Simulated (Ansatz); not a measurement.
Relaxation of CH7NSi (10 atoms, charge 0, multiplicity 1), to a largest force component of 0.03 eV/Å in at most 50 steps.

These are results of Ansatz 0.2.0, RKS r2SCAN-D4/def2-SVP, not measurements.

```xyz
10
Properties=species:S:1:pos:R:3:forces:R:3
Si -0.766 1.223 0.018 1.39 -0.59 -0.15
N 0.567 0.123 -0.374 0.02 0.83 0.37
C 0.540 -1.264 0.048 -0.02 -0.03 0.04
H -1.780 0.322 -0.456 -1.42 -0.24 -0.18
H -0.617 2.474 -0.776 -0.01 0.02 -0.01
H -1.008 1.598 1.453 0.02 0.01 -0.01
H 1.511 0.505 -0.377 0.01 -0.03 0.00
H 1.134 -1.899 -0.634 -0.01 0.01 0.00
H 0.914 -1.443 1.078 0.01 0.01 -0.01
H -0.496 -1.640 0.021 0.01 0.00 -0.05
```

Task: Where does it end, and by what steps?

Result: It converged. After 7 steps the energy has fallen by 0.186 eV; H4 moved furthest, 0.35 Å.

| step | energy less start (eV) | largest force component (eV/Å) | accepted |
| --- | --- | --- | --- |
| 0 | 0.0000 | 1.423 | yes |
| 1 | -0.1573 | 0.608 | yes |
| 2 | -0.1757 | 0.221 | yes |
| 3 | -0.1816 | 0.129 | yes |
| 4 | -0.1853 | 0.054 | yes |
| 5 | -0.1857 | 0.044 | yes |
| 6 | -0.1858 | 0.035 | yes |
| 7 | -0.1859 | 0.004 | yes |

```xyz
10
Properties=species:S:1:pos:R:3
Si -0.777 1.175 -0.010
N 0.540 0.103 -0.352
C 0.583 -1.281 0.076
H -2.045 0.549 -0.496
H -0.507 2.452 -0.735
H -0.996 1.511 1.440
H 1.459 0.520 -0.470
H 1.220 -1.884 -0.593
H 0.952 -1.428 1.112
H -0.429 -1.717 0.028
```

Whether the end is a true minimum wasn't checked by a vibrational analysis.

Time of the run: 18 s on 2 threads of Arm Neoverse V1 (shared host), peak memory 0.14 GiB.
